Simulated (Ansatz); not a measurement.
Mulliken charges of CH4AlCl (`[CH3][AlH][Cl]`) from B3LYP/def2-TZVPP in Ansatz (PBE0-D4/def2-TZVP geometry).

```json
{"atom": "C1", "x (Å)": "-0.712", "y (Å)": "0.523", "z (Å)": "-0.286", "charge (e)": "-0.440"}
{"atom": "Al2", "x (Å)": "0.857", "y (Å)": "-0.507", "z (Å)": "0.198", "charge (e)": "0.550"}
{"atom": "Cl3", "x (Å)": "0.696", "y (Å)": "-2.008", "z (Å)": "1.664", "charge (e)": "-0.270"}
{"atom": "H4", "x (Å)": "-0.539", "y (Å)": "1.590", "z (Å)": "-0.112", "charge (e)": "0.096"}
{"atom": "H5", "x (Å)": "-1.598", "y (Å)": "0.226", "z (Å)": "0.278", "charge (e)": "0.108"}
{"atom": "H6", "x (Å)": "-0.932", "y (Å)": "0.414", "z (Å)": "-1.353", "charge (e)": "0.096"}
{"atom": "H7", "x (Å)": "2.290", "y (Å)": "-0.306", "z (Å)": "-0.435", "charge (e)": "-0.140"}
```

By hand: the dipole of these point charges (1 e Å = 4.8032 D).

Σ q r = (-0.038, 0.293, -0.264) e Å, of length 0.396 e Å = 1.90 D.

How does the dipole of the full density compare? (Estimate.)

The calculation gave: (-0.117, 0.278, -0.226) e Å, 1.81 D; the point charges give 1.05 times that, at 13° from its direction.

Point charges leave out the atoms' own dipoles, such as those of lone pairs, and Mulliken's split depends on the basis, so the close match here is no proof of good charges.

B3LYP here is the variant with VWN-RPA as its local correlation; programs differ in this.
